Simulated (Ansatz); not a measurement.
Rock-salt MgS was calculated with PBE-D3(BJ) (Ansatz, a program for electronic structure, plane waves, PAW).

Numerical settings: plane-wave cutoff 520 eV, 12×12×12 k mesh, Fermi–Dirac smearing 0.01 eV, scalar-relativistic PAW data made under PBE.

Pressure at four volumes; x = ln(V/17.123 Å³). One pressure is withheld.

| V (Å³/atom) | x | P (GPa) |
|---|---|---|
| 16.095 | -0.0619 | ? |
| 16.438 | -0.0408 | 3.60 |
| 17.123 | 0.0000 | 0.01 |
| 18.150 | 0.0582 | -4.19 |

Pass a parabola P(x) through the three rows shown, estimate the bulk modulus and its pressure derivative near zero pressure, and predict the withheld pressure.

Slopes between the rows: (0.01 − (3.60))/(0.0000 − (-0.0408)) = -87.99 and (-4.19 − (0.01))/(0.0582 − (0.0000)) = -72.16 GPa. Their difference over the span 0.0990 is c = 15.83/0.0990 = 159.9 GPa, so P(x) = 3.60 + (-87.99)(x − (-0.0408)) + 159.9 (x − (-0.0408))(x − (0.0000)). At the middle row B = −dP/dx = −[-87.99 + 159.9 × 0.0408] = 81.5 GPa, and B′ = dB/dP = 2c/B = 3.9. At x = -0.0619 the parabola gives 5.67 GPa; the run gives 5.69 GPa. The Birch–Murnaghan fit to the energies at all volumes has B0 = 81.0 GPa and B′ = 4.1.

Measured, for comparison: bulk modulus 81 GPa (corrected for zero-point motion; as tabulated in Goldzak et al. (2022), arXiv:2208.04865). Computed (rounded) less measured: bulk modulus 0.0 %.
